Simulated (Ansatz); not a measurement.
# One shape, several levels: doublet [C6H14]+

We compute a comparison of 5 runs (UHF/3-21G, U-r2SCAN/6-31G*, UB3LYP/6-31G*, UPBE/6-31G*, USVWN5/6-31G*) of doublet [C6H14]+. 

The calculation is run with Ansatz 0.2.0.

9 further runs of the same task are left out: 9 set aside as unsound or not needed.

## 1. The system as given

[C6H14]+ has 20 atoms, charge +1, and is taken as a doublet. SMILES of the parent species: `CC(C)C(C)C`. Geometry: relaxed at PBE0-D4/def2-TZVP. This is one conformer, not always the lowest. That shape belongs to the parent species and isn't relaxed for this state.

Some bond lengths: C1–C2 1.522 Å, C2–C3 1.523 Å, C2–C4 1.539 Å, C4–C5 1.522 Å, C4–C6 1.523 Å, C1–H7 1.093 Å, C1–H8 1.094 Å, C1–H9 1.093 Å, C2–H10 1.098 Å, C3–H11 1.092 Å, C3–H12 1.093 Å, C3–H13 1.093 Å, C4–H14 1.098 Å, C5–H15 1.094 Å, C5–H16 1.093 Å, C5–H17 1.093 Å. Some angles: C1–C2–C3 110.4°, C1–C2–C4 111.9°, C3–C2–C4 113.7°, C2–C4–C5 111.9°, C2–C4–C6 113.7°, C5–C4–C6 110.4°, C1–C2–H10 107.2°, C3–C2–H10 107.4°, C4–C2–H10 105.9°, C2–C1–H7 111.4°.

## 2. The energy at UHF/3-21G (run 1)

File run.yaml:

```yaml
crystal:
  periodic: [false, false, false]
  atoms:
    - {symbol: C, position_ang: [-0.857600, -1.679450, -0.729610]}
    - {symbol: C, position_ang: [0.238730, -0.837190, -0.092000]}
    - {symbol: C, position_ang: [1.244120, -0.390450, -1.145430]}
    - {symbol: C, position_ang: [-0.339390, 0.321100, 0.740310]}
    - {symbol: C, position_ang: [0.718900, 0.968300, 1.622950]}
    - {symbol: C, position_ang: [-1.051610, 1.377490, -0.094470]}
    - {symbol: H, position_ang: [-1.584970, -2.016540, 0.014040]}
    - {symbol: H, position_ang: [-1.398840, -1.119050, -1.496990]}
    - {symbol: H, position_ang: [-0.437190, -2.565430, -1.212370]}
    - {symbol: H, position_ang: [0.772070, -1.481720, 0.619610]}
    - {symbol: H, position_ang: [2.058770, 0.197020, -0.716630]}
    - {symbol: H, position_ang: [1.689760, -1.257670, -1.639200]}
    - {symbol: H, position_ang: [0.765630, 0.213720, -1.921130]}
    - {symbol: H, position_ang: [-1.086620, -0.131020, 1.406270]}
    - {symbol: H, position_ang: [1.471740, 1.492530, 1.027730]}
    - {symbol: H, position_ang: [0.269050, 1.703310, 2.295370]}
    - {symbol: H, position_ang: [1.235500, 0.225040, 2.236470]}
    - {symbol: H, position_ang: [-1.835230, 0.948800, -0.722800]}
    - {symbol: H, position_ang: [-1.521190, 2.122310, 0.553000]}
    - {symbol: H, position_ang: [-0.351650, 1.908890, -0.745120]}
basis:
  gaussian: {orbitals: 3-21G.json}
output: {orbitals: {seedname: orbitals}}
hamiltonian: {xc: hf}
total_charge: 1
magnetization: {spin_polarized: true, initial_magnetization: 1}
accuracy: high
```

The basis set 3-21G is read from a file made from the Basis Set Exchange's data (not shown).

The run is started by

```bash
$ ansatz run run.yaml --threads 1 --pin off --max-ram 3480MiB --events-out events.jsonl --progress --plain --runs-dir runs
```

What it wrote:

```text
Warning: RAYON_NUM_THREADS=1 ignored (pool sized by the plan → 1); use --threads N
Functional definition: HF
  name "HF"
  exchange = exact_x
  correlation = 0
2136 factors; integrals over basis functions are off by at most 7.7e-9 eV
mean field evaluation 1: about -6354.4816 eV, gradient 2.6e1 eV
mean field evaluation 2: about -6355.1087 eV, gradient 2.5e1 eV
mean field evaluation 4: about -6358.6906 eV, gradient 2.5e0 eV
mean field evaluation 8: about -6358.8985 eV, gradient 5.6e-1 eV
mean field evaluation 16: about -6358.9693 eV, gradient 5.8e-3 eV
mean field evaluation 32: about -6358.7962 eV, gradient 5.8e-1 eV
mean field evaluation 64: about -6358.9636 eV, gradient 3.3e-1 eV
mean field evaluation 96: about -6355.7151 eV, gradient 1.7e1 eV
mean field evaluation 128: about -6358.5976 eV, gradient 1.7e0 eV
mean field evaluation 160: about -6358.9467 eV, gradient 2.9e-1 eV
mean field evaluation 192: about -6358.9693 eV, gradient 1.5e-6 eV
mean field -6358.96931032 eV, -233.6878118901 hartree, gradient 2.9e-8 eV, S^2 0.757298; 3 other end points of the search recorded, 0 dependent functions left out
reference -6358.96931032 eV, -233.6878118901 hartree; 25, 24 occupied and 57, 58 virtual orbitals, 2136 factors
Total energy: -6358.96931032 eV, -233.6878118901 hartree
```

Run time: 5.4 s. Hardware: 1 thread of AMD EPYC 9R45 (Zen 5), shared host; peak memory 0.36 GiB.

## 3. The energy at U-r2SCAN/6-31G(d) (spherical functions) (run 2)

File job.yaml:

```yaml
crystal:
  periodic: [false, false, false]
  atoms:
    - symbol: C
      position_ang: [-0.857600, -1.679450, -0.729610]
    - symbol: C
      position_ang: [0.238730, -0.837190, -0.092000]
    - symbol: C
      position_ang: [1.244120, -0.390450, -1.145430]
    - symbol: C
      position_ang: [-0.339390, 0.321100, 0.740310]
    - symbol: C
      position_ang: [0.718900, 0.968300, 1.622950]
    - symbol: C
      position_ang: [-1.051610, 1.377490, -0.094470]
    - symbol: H
      position_ang: [-1.584970, -2.016540, 0.014040]
    - symbol: H
      position_ang: [-1.398840, -1.119050, -1.496990]
    - symbol: H
      position_ang: [-0.437190, -2.565430, -1.212370]
    - symbol: H
      position_ang: [0.772070, -1.481720, 0.619610]
    - symbol: H
      position_ang: [2.058770, 0.197020, -0.716630]
    - symbol: H
      position_ang: [1.689760, -1.257670, -1.639200]
    - symbol: H
      position_ang: [0.765630, 0.213720, -1.921130]
    - symbol: H
      position_ang: [-1.086620, -0.131020, 1.406270]
    - symbol: H
      position_ang: [1.471740, 1.492530, 1.027730]
    - symbol: H
      position_ang: [0.269050, 1.703310, 2.295370]
    - symbol: H
      position_ang: [1.235500, 0.225040, 2.236470]
    - symbol: H
      position_ang: [-1.835230, 0.948800, -0.722800]
    - symbol: H
      position_ang: [-1.521190, 2.122310, 0.553000]
    - symbol: H
      position_ang: [-0.351650, 1.908890, -0.745120]
basis:
  gaussian: {orbitals: 6-31G_st_-spherical.json}
total_charge: 1
magnetization: {spin_polarized: true, initial_magnetization: 1}
hamiltonian: {xc: {name: r2SCAN}}
accuracy: high
output: {orbitals: {seedname: orbitals}}
```

The basis set 6-31G* is read from a file made from the Basis Set Exchange's data (not shown).

The run is started by

```bash
$ ansatz run job.yaml --threads 1 --pin off --max-ram 3480MiB --events-out events.jsonl --progress --plain --runs-dir runs
```

What it wrote:

```text
Warning: RAYON_NUM_THREADS=1 ignored (pool sized by the plan → 1); use --threads N
Functional definition: r2SCAN
  name "r2SCAN"
  parameter k0 = 0.174
  parameter k1 = 0.065
  parameter a1 = 4.9479
  exchange = r2scan_x(k0 = k0, k1 = k1, a1 = a1)
  correlation = r2scan_c
2988 factors; integrals over basis functions are off by at most 3.5e-9 eV
mean field evaluation 1: about -6419.2380 eV, gradient 5.8e1 eV
mean field evaluation 2: about -6406.0394 eV, gradient 7.6e1 eV
mean field evaluation 4: about -6436.2308 eV, gradient 7.0e0 eV
mean field evaluation 8: about -6436.4535 eV, gradient 1.8e-1 eV
mean field evaluation 16: about -6436.4537 eV, gradient 2.1e-3 eV
mean field evaluation 32: about -6436.4537 eV, gradient 1.5e-6 eV
mean field evaluation 64: about -6436.2700 eV, gradient 1.7e-1 eV
mean field -6436.45374396 eV, -236.5353123054 hartree, gradient 8.5e-8 eV, S^2 0.752135; 8 other end points of the search recorded, 0 dependent functions left out
reference -6436.45374536 eV, -236.5353123569 hartree; 25, 24 occupied and 87, 88 virtual orbitals, 2988 factors
Total energy: -6436.45374536 eV, -236.5353123569 hartree
```

Run time: 45 s. Hardware: 1 thread of AMD EPYC 9R45 (Zen 5), shared host; peak memory 0.79 GiB.

Runs 3 to 4 aren't shown in full; the table further down has their settings and results.

## 4. A single-point energy at USVWN5/6-31G(d) (spherical functions) (run 5)

File input.yaml:

```yaml
crystal:
  periodic: [false, false, false]
  atoms:
    - {symbol: C, position_ang: [-0.857600, -1.679450, -0.729610]}
    - {symbol: C, position_ang: [0.238730, -0.837190, -0.092000]}
    - {symbol: C, position_ang: [1.244120, -0.390450, -1.145430]}
    - {symbol: C, position_ang: [-0.339390, 0.321100, 0.740310]}
    - {symbol: C, position_ang: [0.718900, 0.968300, 1.622950]}
    - {symbol: C, position_ang: [-1.051610, 1.377490, -0.094470]}
    - {symbol: H, position_ang: [-1.584970, -2.016540, 0.014040]}
    - {symbol: H, position_ang: [-1.398840, -1.119050, -1.496990]}
    - {symbol: H, position_ang: [-0.437190, -2.565430, -1.212370]}
    - {symbol: H, position_ang: [0.772070, -1.481720, 0.619610]}
    - {symbol: H, position_ang: [2.058770, 0.197020, -0.716630]}
    - {symbol: H, position_ang: [1.689760, -1.257670, -1.639200]}
    - {symbol: H, position_ang: [0.765630, 0.213720, -1.921130]}
    - {symbol: H, position_ang: [-1.086620, -0.131020, 1.406270]}
    - {symbol: H, position_ang: [1.471740, 1.492530, 1.027730]}
    - {symbol: H, position_ang: [0.269050, 1.703310, 2.295370]}
    - {symbol: H, position_ang: [1.235500, 0.225040, 2.236470]}
    - {symbol: H, position_ang: [-1.835230, 0.948800, -0.722800]}
    - {symbol: H, position_ang: [-1.521190, 2.122310, 0.553000]}
    - {symbol: H, position_ang: [-0.351650, 1.908890, -0.745120]}
basis:
  gaussian: {orbitals: 6-31G_st_-spherical.json}
hamiltonian: {xc: {name: SVWN5}}
accuracy: high
magnetization: {spin_polarized: true, initial_magnetization: 1}
total_charge: 1
output: {orbitals: {seedname: orbitals}}
```

The basis set 6-31G* is read from a file made from the Basis Set Exchange's data (not shown).

The run is started by

```bash
$ ansatz run input.yaml --threads 1 --pin off --max-ram 3480MiB --events-out events.jsonl --progress --plain --runs-dir runs
```

What it wrote:

```text
Warning: RAYON_NUM_THREADS=1 ignored (pool sized by the plan → 1); use --threads N
Functional definition: SVWN5
  name "SVWN5"
  exchange = slater_x
  correlation = vwn5_c
2988 factors; integrals over basis functions are off by at most 3.5e-9 eV
mean field evaluation 1: about -6354.9294 eV, gradient 6.9e1 eV
mean field evaluation 2: about -6322.3174 eV, gradient 1.0e2 eV
mean field evaluation 4: about -6377.9783 eV, gradient 1.4e1 eV
mean field evaluation 8: about -6378.9285 eV, gradient 6.5e-1 eV
mean field evaluation 16: about -6378.9042 eV, gradient 6.7e-3 eV
mean field evaluation 32: about -6378.9042 eV, gradient 2.9e-8 eV
mean field evaluation 64: about -6378.7603 eV, gradient 6.1e-2 eV
mean field evaluation 96: about -6378.8902 eV, gradient 1.2e0 eV
mean field -6378.90421035 eV, -234.4204059537 hartree, gradient 2.9e-8 eV, S^2 0.750387; 10 other end points of the search recorded, 0 dependent functions left out
reference -6378.90421300 eV, -234.4204060511 hartree; 25, 24 occupied and 87, 88 virtual orbitals, 2988 factors
Total energy: -6378.90421300 eV, -234.4204060511 hartree
```

Run time: 13 s. Hardware: 1 thread of AMD EPYC 9R45 (Zen 5), shared host; peak memory 0.51 GiB.

## 5. The series

```csv
run,level,energy (Eh),HOMO energy (eV),LUMO energy (eV),⟨S²⟩,wall time
1,UHF/3-21G,-233.687812,-17.87,-8.79,0.757,5.4 s
2,U-r2SCAN/6-31G* (spherical functions),-236.535312,-13.25,-12.87,0.752,45 s
3,UB3LYP/6-31G* (spherical functions),-236.697113,-14.14,-12.49,0.752,46 s
4,UPBE/6-31G* (spherical functions),-236.350981,-12.90,-12.75,0.751,21 s
5,USVWN5/6-31G* (spherical functions),-234.420406,-12.89,-12.80,0.750,13 s
```

## 6. Outcome

| quantity | value |
| --- | --- |
| run 5: total energy | -234.42041 Eh |
| run 5: HOMO energy (highest over α and β) | -12.89 eV |
| run 5: LUMO energy (lowest over α and β) | -12.80 eV |
| run 5: ⟨S²⟩ | 0.750 |

**Reading.** Totals of different functionals can't be ranked against each other. All runs together took 2.2 min, the longest 46 s.
